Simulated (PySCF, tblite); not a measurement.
# C5H10S: a rotation path, then NMR shifts on frames, part 1 of 2

How do NMR shifts of C5H10S (`CC[C@@H]1C[C@@H]1S`) change as the atoms move?

The runs use tblite 0.8.0 and PySCF 2.14.0, with density-fitted response routines of our own; the level of theory stands in each step. All values are computed, except where a source is named. Atoms count from 0, in the outputs and in this text.

**1. The molecule as given**

16 atoms, charge 0, multiplicity 1; geometry from: GFN2-xTB.

Bonds of the start (Å): C0–C1 1.53, C1–C2 1.51, C2–C3 1.50, C3–C4 1.50, C4–S5 1.80, C4–C2 1.50, C0–H6 1.09, C0–H7 1.09, C0–H8 1.09, C1–H9 1.09, C1–H10 1.09, C2–H11 1.09, C3–H12 1.08, C3–H13 1.08, C4–H14 1.08, S5–H15 1.33.

**2. The rotation path with GFN2-xTB**

Job settings and geometry (Å):

```
{"job": {"kind": "neb", "xc": "GFN2-xTB", "basis": "xTB", "atoms": [0, 1, 2, 3], "turn": 120}, "charge": 0, "multiplicity": 1}
C      1.969937     0.832423     0.128697
C      0.458281     0.906147    -0.060096
C     -0.218781    -0.321639     0.500711
C     -0.346928    -1.554391    -0.342543
C     -1.568601    -0.762757     0.011691
S     -2.410014     0.134976    -1.305684
H      2.222015     0.794188     1.186561
H      2.367879    -0.058950    -0.350691
H      2.450091     1.704209    -0.308694
H      0.071681     1.797239     0.443266
H      0.225718     0.993974    -1.123012
H     -0.039986    -0.468557     1.560908
H     -0.219171    -2.528445     0.104917
H     -0.002466    -1.492926    -1.364120
H     -2.271049    -1.183472     0.719292
H     -2.696206     1.216926    -0.581181
```

Level: GFN2-xTB climbing-image nudged elastic band, gas phase.

The run is started by

```sh
OMP_NUM_THREADS=1 python probes_run.py task.json out
```

One launch serves the whole session: the jobs run in the order shown.

The program printed:

```text
image   E - E0 / eV
  0      -0.0000
  1       0.0039
  2       0.0222
  3       0.0529
  4       0.0859
  5       0.1094
  6       0.1162
  7       0.1072
  8       0.0992
```

Wall time 2.9 s (1 thread of Arm Neoverse V1, shared host); peak memory 0.18 GiB.

The final band, with the dihedral C0–C1–C2–C3:

| image | dihedral (°) | energy (eV) | energy (kcal/mol) |
| --- | --- | --- | --- |
| 0 | -85 | 0.000 | 0.0 |
| 1 | -75 | 0.004 | 0.1 |
| 2 | -65 | 0.022 | 0.5 |
| 3 | -55 | 0.053 | 1.2 |
| 4 | -44 | 0.086 | 2.0 |
| 5 | -34 | 0.109 | 2.5 |
| 6 | -23 | 0.116 | 2.7 |
| 7 | -10 | 0.107 | 2.5 |
| 8 | 3 | 0.099 | 2.3 |

**3. Shielding tensors: image 0, PBE0/pcSseg-1**

Job settings and geometry (Å):

```
{"job": {"kind": "nmr", "xc": "PBE0", "basis": "pcSseg-1", "pop": false}, "charge": 0, "multiplicity": 1}
C      1.969900     0.832400     0.128700
C      0.458300     0.906100    -0.060100
C     -0.218800    -0.321600     0.500700
C     -0.346900    -1.554400    -0.342500
C     -1.568600    -0.762800     0.011700
S     -2.410000     0.135000    -1.305700
H      2.222000     0.794200     1.186600
H      2.367900    -0.059000    -0.350700
H      2.450100     1.704200    -0.308700
H      0.071700     1.797200     0.443300
H      0.225700     0.994000    -1.123000
H     -0.040000    -0.468600     1.560900
H     -0.219200    -2.528400     0.104900
H     -0.002500    -1.492900    -1.364100
H     -2.271000    -1.183500     0.719300
H     -2.696200     1.216900    -0.581200
```

Level: GIAO PBE0/pcSseg-1 NMR shielding, non-relativistic, gas phase.

The program printed:

```text
coarse grid: 13256 points
cycle   1  E = -594.2127612120  dE =  6.825e-01  |g| = 3.592e-01  |ddm| = 3.497e+00
cycle   2  E = -594.2099665047  dE =  2.795e-03  |g| = 3.937e-01  |ddm| = 7.218e-01
cycle   3  E = -594.2504735314  dE = -4.051e-02  |g| = 3.583e-02  |ddm| = 3.901e-01
cycle   4  E = -594.2507335100  dE = -2.600e-04  |g| = 1.811e-02  |ddm| = 7.201e-02
cycle   5  E = -594.2508104285  dE = -7.692e-05  |g| = 4.126e-03  |ddm| = 2.474e-02
cycle   6  E = -594.2508140031  dE = -3.575e-06  |g| = 1.336e-03  |ddm| = 4.716e-03
final grid: 121512 points
cycle   7  E = -594.2899784606  dE = -3.697e-05  |g| = 8.612e-03  |ddm| = 3.011e-02
cycle   8  E = -594.2899693348  dE =  9.126e-06  |g| = 1.045e-02  |ddm| = 1.827e-02
cycle   9  E = -594.2899972130  dE = -2.788e-05  |g| = 6.917e-04  |ddm| = 1.094e-02
cycle  10  E = -594.2899973251  dE = -1.121e-07  |g| = 2.204e-04  |ddm| = 1.055e-03
cycle  11  E = -594.2899973365  dE = -1.135e-08  |g| = 4.957e-05  |ddm| = 2.125e-04
cycle  12  E = -594.2899973370  dE = -5.223e-10  |g| = 1.619e-05  |ddm| = 6.093e-05
converged SCF energy = -594.2899973370

GIAO shielding tensors (ppm)
atom      isotropic    diamagn.    paramagn.     s11        s22        s33       span
  0 C      171.205     245.967     -74.762    161.338    164.686    187.591     26.253
  1 C      159.594     245.672     -86.078    150.523    157.695    170.565     20.043
  2 C      163.625     249.713     -86.088    128.181    159.074    203.621     75.440
  3 C      172.570     251.752     -79.183    144.197    165.404    208.108     63.910
  4 C      168.270     255.360     -87.090    136.878    157.148    210.785     73.907
  5 S      599.677    1055.499    -455.822    462.541    520.035    816.454    353.913
  6 H       30.637      29.505       1.132     26.348     28.415     37.147     10.799
  7 H       30.634      29.941       0.693     25.672     30.031     36.201     10.529
  8 H       30.473      28.304       2.169     25.678     27.473     38.269     12.591
  9 H       30.006      31.121      -1.115     24.328     29.702     35.988     11.661
 10 H       30.259      30.929      -0.671     23.490     32.619     34.667     11.177
 11 H       30.963      32.793      -1.830     24.312     28.652     39.927     15.614
 12 H       30.831      31.162      -0.331     25.338     25.945     41.210     15.872
 13 H       31.618      31.428       0.190     26.617     29.406     38.830     12.213
 14 H       29.498      31.686      -2.189     20.532     28.080     39.881     19.350
 15 H       29.692      30.370      -0.677     22.098     27.501     39.478     17.381
```

Run time: 21 s. Hardware: 1 thread of Arm Neoverse V1, shared host; peak memory 0.74 GiB.

Shifts follow as δ = σ(reference) − σ, with reference shieldings (ppm) from runs at the same level and on the same kind of geometry: ¹H TMS 31.72, ¹³C TMS 186.9, ³³S CS2 504. The references are single molecules in the gas phase. Each atom is listed at this fixed geometry, with no averaging over motion; a spectrum would average atoms that exchange fast.

| atoms | environment | σ (ppm) | δ (ppm) |
| --- | --- | --- | --- |
| C1 | sp3 CH2 | 159.6 | 27.3 |
| C2 | three-membered-ring carbon | 163.6 | 23.3 |
| C4 | three-membered-ring carbon | 168.3 | 18.7 |
| C0 | methyl carbon | 171.2 | 15.7 |
| C3 | three-membered-ring carbon | 172.6 | 14.4 |
| H14 | hydrogen on a three-membered-ring carbon | 29.50 | 2.22 |
| H15 | hydrogen on a thiol sulfur | 29.69 | 2.02 |
| H9 | hydrogen on an sp3 CH2 | 30.01 | 1.71 |
| H10 | hydrogen on an sp3 CH2 | 30.26 | 1.46 |
| H8 | hydrogen on a methyl carbon | 30.47 | 1.24 |
| H7 | hydrogen on a methyl carbon | 30.63 | 1.08 |
| H6 | hydrogen on a methyl carbon | 30.64 | 1.08 |
| H12 | hydrogen on a three-membered-ring carbon | 30.83 | 0.89 |
| H11 | hydrogen on a three-membered-ring carbon | 30.96 | 0.75 |
| H13 | hydrogen on a three-membered-ring carbon | 31.62 | 0.10 |
| S5 | thiol sulfur | 600 | -96 |

Ring of atoms C2, C3, C4: NICS(0) -43.2, NICS(1) -8.5, NICS(1)zz -21.2 ppm (means of both faces).

The two faces differ (NICS(1)zz -24.1 and -18.2 ppm).

In rings of three or four atoms NICS is ruled by the nearby σ bonds, so it says little on aromaticity.

The fields below are evaluated on a grid from the run's orbitals.

Frontier orbitals at PBE0/pcSseg-1, with the share of their density that lies nearest to each atom:

| orbital | energy (eV) | lies on |
| --- | --- | --- |
| HOMO | -6.71 | S5 69 %; H15 8 % |
| LUMO | 0.88 | S5 38 %; H15 35 %; C4 7 % |

ELF in a plane through or near 5 of the atoms.

Values, 10 rows by 14 columns:
```
0.00 0.00 0.00 0.00 0.00 0.00 0.00 0.00 0.00 0.00 0.00 0.00 0.00 0.00
0.00 0.00 0.00 0.00 0.00 0.00 0.00 0.00 0.00 0.03 0.01 0.00 0.00 0.00
0.00 0.00 0.00 0.00 0.00 0.04 0.08 0.00 0.20 0.98 0.79 0.08 0.00 0.00
0.00 0.00 0.10 0.52 0.04 0.47 0.66 0.05 0.14 0.93 0.80 0.66 0.31 0.00
0.00 0.01 0.76 0.98 0.74 0.70 0.63 0.37 0.20 0.83 0.65 0.69 0.27 0.00
0.00 0.00 0.07 0.42 0.24 0.61 0.51 0.49 0.59 0.26 0.41 0.03 0.00 0.00
0.00 0.00 0.01 0.18 0.76 0.24 0.11 0.81 0.19 0.56 0.12 0.01 0.00 0.00
0.00 0.00 0.00 0.01 0.04 0.00 0.02 0.55 1.00 0.97 0.03 0.00 0.00 0.00
0.00 0.00 0.00 0.00 0.00 0.00 0.00 0.08 0.76 0.47 0.00 0.00 0.00 0.00
0.00 0.00 0.00 0.00 0.00 0.00 0.00 0.00 0.00 0.00 0.00 0.00 0.00 0.00
```
The map spans 11.0 Å across and 9.7 Å up, centred on the molecule. Atoms in the plane (x, y in Å): C0 (-2.1, 0.0), C1 (-0.8, 0.7), C4 (1.7, -0.1), H12 (1.2, -2.2), H15 (2.0, 2.2).

On the surface of density 0.002 e/bohr³ the electrostatic potential runs, from the 1st to the 99th percentile, from -1.07 V near S5 to 1.00 V near H15.

**4. NMR shieldings: image 3, PBE0/pcSseg-1**

Job settings and geometry (Å):

```
{"job": {"kind": "nmr", "xc": "PBE0", "basis": "pcSseg-1", "pop": false}, "charge": 0, "multiplicity": 1}
C      1.901400     0.749200    -0.084500
C      0.417700     0.993400     0.173500
C     -0.299900    -0.255300     0.642000
C     -0.240300    -1.518800    -0.165000
C     -1.530100    -0.768600    -0.057300
S     -2.146800     0.030500    -1.549600
H      2.394300     0.387600     0.814900
H      2.032800     0.009800    -0.869400
H      2.383900     1.670700    -0.401200
H      0.306500     1.770200     0.933300
H     -0.040800     1.357500    -0.748200
H     -0.308800    -0.381400     1.719400
H     -0.147700    -2.467500     0.343100
H      0.263600    -1.480100    -1.118000
H     -2.335700    -1.190200     0.529500
H     -2.657600     1.102000    -0.942300
```

With the program's defaults for keys left out, this is: GIAO PBE0/pcSseg-1 NMR shielding, non-relativistic, gas phase.

The program printed:

```text
coarse grid: 13256 points
cycle   1  E = -594.2094214680  dE =  6.856e-01  |g| = 3.618e-01  |ddm| = 3.487e+00
cycle   2  E = -594.2056224337  dE =  3.799e-03  |g| = 4.009e-01  |ddm| = 7.318e-01
cycle   3  E = -594.2475007397  dE = -4.188e-02  |g| = 3.654e-02  |ddm| = 4.024e-01
cycle   4  E = -594.2477730090  dE = -2.723e-04  |g| = 1.759e-02  |ddm| = 7.148e-02
cycle   5  E = -594.2478445229  dE = -7.151e-05  |g| = 4.461e-03  |ddm| = 2.481e-02
cycle   6  E = -594.2478488188  dE = -4.296e-06  |g| = 1.332e-03  |ddm| = 5.280e-03
final grid: 121512 points
cycle   7  E = -594.2876201519  dE = -3.524e-05  |g| = 8.821e-03  |ddm| = 2.921e-02
cycle   8  E = -594.2876099882  dE =  1.016e-05  |g| = 1.081e-02  |ddm| = 1.821e-02
cycle   9  E = -594.2876397096  dE = -2.972e-05  |g| = 7.193e-04  |ddm| = 1.113e-02
cycle  10  E = -594.2876398339  dE = -1.243e-07  |g| = 2.190e-04  |ddm| = 1.102e-03
cycle  11  E = -594.2876398451  dE = -1.117e-08  |g| = 4.979e-05  |ddm| = 2.148e-04
cycle  12  E = -594.2876398456  dE = -5.409e-10  |g| = 1.609e-05  |ddm| = 6.522e-05
converged SCF energy = -594.2876398456

GIAO shielding tensors (ppm)
atom      isotropic    diamagn.    paramagn.     s11        s22        s33       span
  0 C      171.447     246.583     -75.136    158.327    168.762    187.254     28.927
  1 C      165.555     245.011     -79.456    154.498    164.023    178.143     23.645
  2 C      165.714     249.710     -83.997    131.175    160.885    205.081     73.907
  3 C      174.934     251.496     -76.562    144.119    171.631    209.054     64.935
  4 C      165.653     255.422     -89.769    132.713    157.505    206.740     74.026
  5 S      598.383    1055.513    -457.130    460.981    513.609    820.560    359.579
  6 H       30.677      29.691       0.986     26.381     28.316     37.334     10.952
  7 H       30.876      30.312       0.563     25.765     31.023     35.838     10.073
  8 H       30.627      28.484       2.143     25.682     27.511     38.689     13.007
  9 H       30.079      30.691      -0.612     24.708     28.497     37.031     12.323
 10 H       29.857      30.644      -0.787     23.126     31.114     35.332     12.206
 11 H       30.669      32.363      -1.695     23.523     28.044     40.439     16.916
 12 H       30.916      31.071      -0.156     25.250     25.860     41.637     16.386
 13 H       31.626      31.454       0.172     27.128     29.297     38.453     11.325
 14 H       29.411      31.547      -2.136     20.438     27.874     39.921     19.483
 15 H       29.878      30.305      -0.427     22.185     27.236     40.214     18.029
```

It took 15 s on 1 thread of Arm Neoverse V1, shared host; peak memory 0.76 GiB.

Key values: δ C1 21.4, C4 21.3, C2 21.2, C0 15.5, H14 2.31, H10 1.86 ppm.

(Continued in part 2 of 2.)
